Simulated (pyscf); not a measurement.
PySCF, gas phase, ωB97X-D3(BJ)/def2-SVP geometries.

Question: PBE/def2-TZVP puts the barrier of HO–SiH(OH)–OH (SMILES O[SiH](O)O) + H₂O (SMILES O) → HO–Si(OH)(OH)–OH (SMILES O[Si](O)(O)O) + H₂ (SMILES [H][H]) (four-centre exchange; singlet surface; H–Si, H–O broken, O–Si, H–H formed) at 25.9 kcal/mol and the reaction energy at -22.7 kcal/mol, from the separated reactants. What do r²SCAN/def2-TZVP, B3LYP-D3(BJ)/def2-TZVP, ωB97M-D3(BJ)/def2-TZVP give on the same structures?

Answer: r²SCAN: ΔE‡ = 26.3 kcal/mol, ΔE = -26.4 kcal/mol; B3LYP-D3(BJ): ΔE‡ = 30.7 kcal/mol, ΔE = -24.6 kcal/mol; ωB97M-D3(BJ): ΔE‡ = 29.4 kcal/mol, ΔE = -24.7 kcal/mol. PBE's barrier lies under all of them, by 0.3 to 4.8 kcal/mol. Its reaction energy lies over all of them, by 1.9 to 3.7 kcal/mol. On the reactant side the descent ends in a bound adduct (not fully relaxed), 9.2 kcal/mol under the separated species and 39.4 kcal/mol under the saddle at ωB97X-D3(BJ)/def2-TZVP. This is the saddle that the search found; another between the same sides may lie lower.
